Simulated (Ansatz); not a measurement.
Process, species as SMILES: S (H2S) → [SH] (SH) + H atom
B3LYP-D3(BJ)/def2-TZVP geometries, fixed; electronic energies without zero-point terms.

Basis-set convergence of the bond dissociation energy at CCSD(T) with Ansatz (a quantum-chemistry and plane-wave program). All functions are spherical. Cores are frozen. Open shells are unrestricted. No added dispersion term, no relativity. Functions are those of the species that has most. Reference: Hartree-Fock in aug-cc-pV(Q+d)Z plus the correlation part extrapolated as X^-3 from aug-cc-pV(T+d)Z and aug-cc-pV(Q+d)Z, 96.11 kcal/mol, itself unsure by roughly 0.26 kcal/mol (a third of the extrapolation step and of the last Hartree-Fock step).

| basis | functions | bond dissociation energy (kcal/mol) |
|---|---|---|
| 3-21G | 17 | 71.81 |
| 6-31G | 17 | [?] |
| pcseg-1 | 28 | 88.43 |
| cc-pV(D+d)Z | 33 | 89.57 |
| def2-SVPD | 43 | 90.91 |
| aug-pcseg-1 | 45 | 89.72 |
| aug-cc-pV(D+d)Z | 50 | 91.00 |
| jun-cc-pV(T+d)Z | 76 | [?] |
| def2-TZVPPD | 85 | [?] |
| cc-pV(Q+d)Z | 124 | 95.22 |
| def2-QZVPPD | 145 | 95.29 |
| aug-pcseg-3 | 187 | 95.26 |
| cc-pV(5+d)Z | 210 | [?] |

Task: Fill in the missing entries.

Result: 
- 6-31G, bond dissociation energy (kcal/mol): 71.16
- jun-cc-pV(T+d)Z, bond dissociation energy (kcal/mol): 93.92
- def2-TZVPPD, bond dissociation energy (kcal/mol): 94.13
- cc-pV(5+d)Z, bond dissociation energy (kcal/mol): 95.65
